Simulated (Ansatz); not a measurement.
`CC(C)CCCl` and `CC(C)CCS` differ in one atom or group.

Ansatz, PBE0-D4/def2-TZVP geometries, multiplicity 1. Each molecule was computed in one conformer, which needn't be the lowest.

| property | `CC(C)CCCl` |
| --- | --- |
| HOMO–LUMO gap (B3LYP/def2-TZVPP) / eV | 8.65 |
| HOMO–LUMO gap (PBE/def2-TZVPP) / eV | 6.74 |
| size of the dipole moment (ωB97M-V/def2-TZVPP) / D | 1.86 |
| LUMO energy (ωB97M-V/def2-TZVPP) / eV | 2.53 |
| size of the dipole moment (PBE/def2-TZVPP) / D | 1.80 |
| LUMO energy (PBE0/def2-TZVPP) / eV | 1.00 |

(1) What does the change do to each property? (Estimate.)

Answers

(1) Computed: 
```tsv
property	`CC(C)CCS`	shift
HOMO–LUMO gap (B3LYP/def2-TZVPP) / eV	6.73	-1.92
HOMO–LUMO gap (PBE/def2-TZVPP) / eV	5.11	-1.63
size of the dipole moment (ωB97M-V/def2-TZVPP) / D	1.44	-0.42
LUMO energy (ωB97M-V/def2-TZVPP) / eV	2.20	-0.33
size of the dipole moment (PBE/def2-TZVPP) / D	1.45	-0.35
LUMO energy (PBE0/def2-TZVPP) / eV	0.54	-0.46
```

With PBE0 the HOMO rises by 1.50 eV and the LUMO falls by 0.46 eV, so the gap narrows by about 1.96 eV. PBE moves the HOMO by 1.34 eV and ωB97M-V by 1.56 eV. Dipoles are sizes alone; their direction can turn.

B3LYP here is the variant with VWN-RPA as its local correlation; programs differ in this.
